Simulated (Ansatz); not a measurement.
in.yaml

```yaml
crystal:
  periodic: [false, false, false]
  atoms:
    - {symbol: O, position_ang: [-1.062509, 0.002370, 0.000000]}
    - {symbol: H, position_ang: [-1.311819, 0.928945, 0.000000]}
    - {symbol: H, position_ang: [0.010491, 0.002370, 0.000000]}
    - {symbol: N, position_ang: [1.201491, 0.002370, 0.000000]}
    - {symbol: H, position_ang: [1.470573, -1.001857, 0.000000]}
basis:
  gaussian: {orbitals: cc-pVDZ}
magnetization: {spin_polarized: true, initial_magnetization: 2}
correlation: {method: bccd, electrons: valence}
output: {forces: true}
```

```sh
$ ansatz run in.yaml --threads 1 --pin off --events-out ev --progress --plain --max-ram 2393MiB
```

Output:

```
397 factors; integrals over basis functions are off by at most 1.4e-3 eV
mean field evaluation 1: about -3560.7128 eV, gradient 2.2e1 eV
mean field evaluation 2: about -3560.7431 eV, gradient 2.2e1 eV
mean field evaluation 4: about -3562.8327 eV, gradient 2.8e0 eV
mean field evaluation 8: about -3562.9158 eV, gradient 1.8e-1 eV
mean field evaluation 16: about -3562.1870 eV, gradient 1.3e1 eV
mean field evaluation 32: about -3560.7386 eV, gradient 3.3e-6 eV
mean field evaluation 64: about -3558.6368 eV, gradient 1.2e1 eV
mean field evaluation 96: about -3560.7386 eV, gradient 1.8e-3 eV
mean field evaluation 128: about -3559.8987 eV, gradient 4.1e0 eV
mean field evaluation 160: about -3562.9170 eV, gradient 3.2e-2 eV
mean field evaluation 192: about -3555.1583 eV, gradient 9.5e0 eV
mean field evaluation 224: about -3560.4342 eV, gradient 5.8e0 eV
mean field -3562.91708111 eV, -130.9347876990 hartree, gradient 2.6e-6 eV, S^2 2.030498; 4 other end points of the search recorded, 0 dependent functions left out
determinant -3562.91708111 eV, -130.9347876990 hartree, with singles and doubles -3572.51275121 eV, -131.2874220709 hartree
determinant -3560.73859189 eV, -130.8547296968 hartree, with singles and doubles -3569.86209186 eV, -131.1900121364 hartree
determinant -3559.60825673 eV, -130.8131906458 hartree, with singles and doubles -3569.23066625 eV, -131.1668076733 hartree
2 core orbitals not correlated: weight in the atoms' cores, before any rotation towards them, 1.000 or more for the frozen orbitals, at most 0.000 for the correlated occupied ones
reference -3562.91708111 eV, -130.9347876990 hartree; 8, 6 occupied and 33, 35 virtual orbitals, 397 factors
second order -8.83117218 eV of doubles, -0.00000000 eV of singles
cycle   1  -9.57716301 eV  change    1.9e-2 eV  update   7.4e-3
cycle   2  -9.57934801 eV  change   -2.2e-3 eV  update   2.9e-3
cycle   3  -9.57890382 eV  change    4.4e-4 eV  update   1.4e-3
cycle   4  -9.57770209 eV  change    1.2e-3 eV  update   9.6e-4
cycle   5  -9.57815914 eV  change   -4.6e-4 eV  update   4.8e-4
cycle   6  -9.57815288 eV  change    6.3e-6 eV  update   2.6e-4
cycle   7  -9.57814183 eV  change    1.1e-5 eV  update   1.2e-4
cycle   8  -9.57814869 eV  change   -6.9e-6 eV  update   7.5e-5
cycle   9  -9.57814970 eV  change   -1.0e-6 eV  update   4.0e-5
cycle  10  -9.57814505 eV  change    4.6e-6 eV  update   1.8e-5
cycle  11  -9.57815206 eV  change   -7.0e-6 eV  update   9.8e-6
cycle  12  -9.57815275 eV  change   -6.9e-7 eV  update   4.9e-6
cycle  13  -9.57815342 eV  change   -6.6e-7 eV  update   2.3e-6
cycle  14  -9.57815381 eV  change   -3.9e-7 eV  update   9.6e-7
the calculation of the forces begins
Total energy: -3572.49523492 eV, -131.2867783592 hartree
Atom 0 at    -1.062509     0.002370     0.000000 Å, force    -0.564857    -1.147780     0.000000 eV/Å
Atom 1 at    -1.311819     0.928945     0.000000 Å, force     0.333193     0.532504    -0.000000 eV/Å
Atom 2 at     0.010491     0.002370     0.000000 Å, force    -3.279500     0.624656    -0.000000 eV/Å
Atom 3 at     1.201491     0.002370     0.000000 Å, force     3.623650     0.342081    -0.000000 eV/Å
Atom 4 at     1.470573    -1.001857     0.000000 Å, force    -0.112486    -0.351461     0.000000 eV/Å
Dipole moment:     0.323036     0.004721     0.000000 e Å
```

Forces (eV/Å):
```
O   -0.565 -1.148  0.000
H    0.333  0.533  0.000
H   -3.280  0.625  0.000
N    3.624  0.342  0.000
H   -0.112 -0.351  0.000
```

Ran on 1 thread of Arm Neoverse V1, shared host: 6 s wall, 0.18 GiB peak host memory.
